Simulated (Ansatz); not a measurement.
Compare A (`C/N=C(\N)O`) with its isomer B (`NC(N)=CO`).

Isolated molecules relaxed with PBE0-D4/def2-TZVP in Ansatz; ΔE leaves out vibrations. CCSD(T)/CBS is the MP2 limit (def2-TZVPP, def2-QZVPP) plus CCSD(T) − MP2 in def2-TZVPP, frozen cores. DFT in def2-TZVPP. B3LYP here is the variant with VWN-RPA as its local correlation; programs differ in this. One conformer a species, not always the lowest.

(1) Which isomer does CCSD(T)/CBS put lower? Give the gap. (Best estimate.)

(2) Give E(B) − E(A) in kcal/mol with MP2/def2-TZVPP, ωB97M-V, PBE0-D4, HF/def2-TZVPP, CCSD/def2-TZVPP, B3LYP, PBE-D4. (Estimate.)

Largest T1 diagnostic: 0.012.

Results:

(1) Ansatz gave: A, by 17.4 kcal/mol.

(2) Computed: MP2/def2-TZVPP 19.6, ωB97M-V 18.7, PBE0-D4 18.7, HF/def2-TZVPP 21.5, CCSD/def2-TZVPP 18.7, B3LYP 18.5, PBE-D4 18.3. None reverses the order clearly.

In def2-TZVPP, CCSD(T) changes the Hartree–Fock value by −2.8 kcal/mol (the triples alone add +0.0 kcal/mol) and MP2 by −2.0 kcal/mol.
